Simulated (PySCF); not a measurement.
Molecule: SMILES C=C=C, C$_{3}$H$_{4}$.

Geometry (Å), atoms numbered from 1 in this order:
```xyz
7

C     1.3039    0.1621   -0.1224
C     0.0132   -0.0152   -0.0098
C    -1.2775   -0.1917    0.1027
H     1.8976   -0.4250   -0.8309
H     1.8294    0.9031    0.4891
H    -1.9830    0.3807   -0.5089
H    -1.6918   -0.9161    0.8116
```

Geometry PBE0-D3(BJ)/def2-SVP throughout; GIAO in PySCF 2.14.0 with density-fitted response routines, gas phase, one conformer, non-relativistic; equivalent atoms averaged; functional PBE0.

Question: How do the absolute shieldings σ depend on the basis set? (ppm; last column core-seconds on shared hosts with different chips, so compare them loosely)

Answer: 
```tsv
basis set	functions	C2	C1/C3	H4/H5/H6/H7	core-s
STO-3G	19	56.8	157.3	27.98	1
6-31G	35	-8.4	126.4	27.77	1.8
pcSseg-0	35	-38.2	110.4	27.95	1.5
6-31G*	50	-10.0	121.8	27.38	2.2
def2-SVP	62	-18.4	120.5	26.69	2.4
cc-pVDZ	62	-15.4	122.8	26.58	2.4
pcSseg-1	71	-43.0	105.8	26.34	3.9
6-311+G(2d,p)	105	-37.7	110.7	26.67	4.1
aug-cc-pVDZ	105	-15.4	123.0	26.46	3.6
def2-TZVP	117	-38.9	110.4	26.64	5.1
IGLO-III	145	-46.8	105.5	26.50	5.3
cc-pVTZ	146	-36.8	111.4	26.45	5.5
pcSseg-2	164	-48.2	105.1	26.35	8.3
```

Question: Which nucleus moves most, in ppm?

Answer: C2 (central carbon of an allene): from -48.2 ppm with pcSseg-2 to 56.8 ppm with STO-3G. The smallest spread is 1.64 ppm, at H4/H5/H6/H7. Proton shifts span only some 12 ppm, so a few tenths of a ppm matter as much there as several ppm in carbon.

Question: Taking the largest basis, pcSseg-2 (164 functions), as the yardstick, rank the others by their worst heavy-atom deviation.

Answer: IGLO-III 1.5 ppm (145 functions), pcSseg-1 5.2 ppm (71 functions), def2-TZVP 9.3 ppm (117 functions), pcSseg-0 10.0 ppm (35 functions), 6-311+G(2d,p) 10.5 ppm (105 functions), cc-pVTZ 11.5 ppm (146 functions), def2-SVP 29.8 ppm (62 functions), cc-pVDZ 32.8 ppm (62 functions), aug-cc-pVDZ 32.8 ppm (105 functions), 6-31G* 38.2 ppm (50 functions), 6-31G 39.8 ppm (35 functions), STO-3G 105.0 ppm (19 functions).

A small basis that lands close on one nucleus may do so by chance; judge by the trend and by all nuclei.
